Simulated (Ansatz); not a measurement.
`C/C=C(\O)F` + NH₃ → `N/C=C(\O)F` + CH₄ at 600 K and 1 bar (substitution at a C–C bond).

Isolated molecules relaxed with PBE0-D4/def2-TZVP in Ansatz; ΔE leaves out vibrations. CCSD(T)/CBS adds triple-zeta CCSD(T) − MP2 to the extrapolated MP2 energy (def2 sets, frozen cores). This one scheme is used for every species. Double bonds are as drawn, so ΔE can hold a change between cis and trans. Each species was taken in one conformer, which may not be the lowest.

| species | CCSD(T)/CBS energy (Eh) | H − E (kJ/mol) | S (J/(mol·K)) |
| --- | --- | --- | --- |
| `C/C=C(\O)F` | -292.10551 | 255.4 | 395.9 |
| NH₃ | -56.50880 | 112.4 | 219.5 |
| `N/C=C(\O)F` | -308.14071 | 225.7 | 383.4 |
| CH₄ | -40.46206 | 140.4 | 215.7 |

H − E and S are ideal-gas, rigid-rotor, harmonic terms from PBE0-D4/def2-TZVP, for one conformer and one mirror image of each species. 1 Eh = 2625.50 kJ/mol, R = 8.31446 J/(mol·K).

Task: By hand: ΔE, ΔH, ΔS and ΔG.

Result: ΔE = (-308.14071) + (-40.46206) − (-292.10551) − (-56.50880) = 0.01154 Eh = 30.3 kJ/mol. Δ(H − E) = 225.7 + 140.4 − 255.4 − 112.4 = -1.7, so ΔH = 28.6 kJ/mol. ΔS = 383.4 + 215.7 − 395.9 − 219.5 = -16.3 J/(mol·K). ΔG = 28.6 − 600 × (-16.3)/1000 = 38.4 kJ/mol.

Task: By hand: the equilibrium constant, and the temperature at which ΔG would vanish if ΔH and ΔS stayed fixed.

Result: log₁₀ K = −ΔG/(RT ln 10) = -3.3. ΔH and −TΔS have one sign here, so there is no such temperature.

TΔS isn't small against ΔH here. A doubt of 5 kJ/mol in ΔE shifts log₁₀ K by 0.4 here. Other conformers and mirror images would add mixing entropy, several J/(mol·K) or more a flexible species. These are equilibria of isolated gas molecules and say nothing of rates. Largest T1 diagnostic: 0.012 (customary marks: 0.02 for closed shells, 0.045 for open ones).
